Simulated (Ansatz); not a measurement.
Born–Oppenheimer molecular dynamics of CH₂NaO (5 atoms, charge 0, multiplicity 2). It starts from a relaxed structure.

Level of theory: Ansatz 0.2.0, UKS r2SCANh/def2-SVPD.

```yaml
ensemble: NVE (velocity Verlet)
time_step: 0.5 fs
steps_asked: 150
starting_velocities_drawn_for: 300 K
seed: 469112
```

First frame:

```xyz
5
Properties=species:S:1:pos:R:3
O -0.143 -0.211 0.691
C 0.163 0.150 -0.698
Na -0.850 1.869 0.248
H 0.155 -1.095 0.922
H 0.675 -0.713 -1.163
```

Problem. How far do the bonds stretch over the last three quarters of this one trajectory? (Pairs bonded in most of those frames.)

Solution. 
| bond | mean (Å) | spread (Å) | shortest | longest |
| --- | --- | --- | --- | --- |
| O1–C2 | 1.440 | 0.017 | 1.41 | 1.47 |
| O1–Na3 | 2.655 | 0.118 | 2.44 | 2.85 |
| O1–H4 | 0.963 | 0.012 | 0.94 | 0.98 |
| C2–Na3 | 2.229 | 0.007 | 2.22 | 2.25 |
| C2–H5 | 1.107 | 0.008 | 1.10 | 1.12 |

Mean temperature of the second half: 138 K. The conserved energy stayed within 0.071 meV per atom of its start (net change 0.042 meV per atom), so the integration is sound. Over the second half the temperature averaged 0.46 of the 300 K drawn at the start: a run that starts near a minimum puts about half its kinetic energy into the potential. A run of 0.075 ps of so small a system gives no equilibrium averages.

Run time: 14 min on 2 threads of Arm Neoverse N1, with other jobs on the host, peak memory 0.25 GiB.
